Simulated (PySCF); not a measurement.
## How methods differ on the ionisation energy of Mg

Mg [Ne] 3s2 (1S) → Mg+ [Ne] 3s1 (2S), as a difference of total energies. Calculation: PySCF 2.14, in aug-cc-pVTZ-DK (6s5p3d2f, 50 functions); scalar relativity by spin-free X2C-1e. Correlated levels: valence: [Ne] frozen. The calculations carry no spin-orbit coupling.

Question: Order these methods by the ionisation energy they give, lowest first.
A. UHF
B. CCSD (valence)
C. SCS-MP2 (valence)
D. MP2 (valence)

Answer: A (6.617 eV), D (7.262 eV), C (7.391 eV), B (7.534 eV).

Errors of the correlated levels include the incompleteness of this basis and the frozen core.

With two correlated electrons CCSD is exact in that space.

For comparison: 7.646 eV (measured; NIST Atomic Spectra Database, ionization energies).
